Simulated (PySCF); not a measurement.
**Optical rotation: `C[C@@]1(Cl)C[C@H]1O`, C4H7ClO**

Molfile (atoms numbered from 1):
```
C4H7ClO
     RDKit          3D

 13 13  0  0  0  0  0  0  0  0999 V2000
   -1.3416    0.7055   -0.0999 C   0  0  0  0  0  0  0  0  0  0  0  0
   -0.1730    0.0643    0.5970 C   0  0  1  0  0  0  0  0  0  0  0  0
   -0.0758    0.4945    2.3107 Cl  0  0  0  0  0  0  0  0  0  0  0  0
    0.2785   -1.3169    0.2251 C   0  0  0  0  0  0  0  0  0  0  0  0
    1.1408   -0.1352   -0.1154 C   0  0  1  0  0  0  0  0  0  0  0  0
    1.2507    0.2117   -1.4550 O   0  0  0  0  0  0  0  0  0  0  0  0
   -1.2848    0.4864   -1.1640 H   0  0  0  0  0  0  0  0  0  0  0  0
   -1.3248    1.7847    0.0434 H   0  0  0  0  0  0  0  0  0  0  0  0
   -2.2791    0.3193    0.2948 H   0  0  0  0  0  0  0  0  0  0  0  0
    0.6167   -1.9854    1.0003 H   0  0  0  0  0  0  0  0  0  0  0  0
   -0.2415   -1.7982   -0.5883 H   0  0  0  0  0  0  0  0  0  0  0  0
    2.0509    0.0051    0.4642 H   0  0  0  0  0  0  0  0  0  0  0  0
    1.3786    1.1646   -1.5307 H   0  0  0  0  0  0  0  0  0  0  0  0
  1  2  1  0
  2  3  1  1
  2  4  1  0
  4  5  1  0
  5  6  1  0
  5  2  1  0
  1  7  1  0
  1  8  1  0
  1  9  1  0
  4 10  1  0
  4 11  1  0
  5 12  1  1
  6 13  1  0
M  END
```

Method used: TDDFT B3LYP/aug-cc-pVDZ circular dichroism and optical rotation, one conformer, gas phase (PySCF 2.14.0). Geometry: GFN2-xTB.

The molecule is flexible and this is one conformer; a measurement averages over conformers. States above about 7.2 eV (minus the energy of the highest occupied orbital) lie near or above the ionisation threshold and depend on the basis.

Stereocentres: C2 R, C5 R.

Question: What is the specific rotation at 633, 589.3, 546, 436, 405, 365, 355 nm?

Answer: [α] in deg dm⁻¹ (g/mL)⁻¹:
| λ (nm) | origin-invariant length gauge | modified velocity gauge | length gauge (centre of mass) | isotropic polarisability (au) |
| --- | --- | --- | --- | --- |
| 633 | +50.6 | +49.1 | +50.9 | 68.5 |
| 589.3 | +60.7 | +59.0 | +61.0 | 68.7 |
| 546 | +74.2 | +72.4 | +74.5 | 69.0 |
| 436 | +143.0 | +140.8 | +143.5 | 70.2 |
| 405 | +182.6 | +180.4 | +183.2 | 70.8 |
| 365 | +267.3 | +265.8 | +268.1 | 71.8 |
| 355 | +298.7 | +297.5 | +299.6 | 72.2 |

Question: And for the mirror image at 589.3 nm?

Answer: -60.7 deg dm⁻¹ (g/mL)⁻¹ (origin-invariant length gauge): the same size and the opposite sign.

Question: What is the molar rotation [Φ] = [α]·M/100 of the geometry above at 589.3 nm?

Answer: With M = 106.55 g/mol, +64.7 deg cm² dmol⁻¹ (origin-invariant length gauge).

The first excitation lies at 5.78 eV (214 nm) with R = +15.8 × 10⁻⁴⁰ esu² cm² (velocity form).
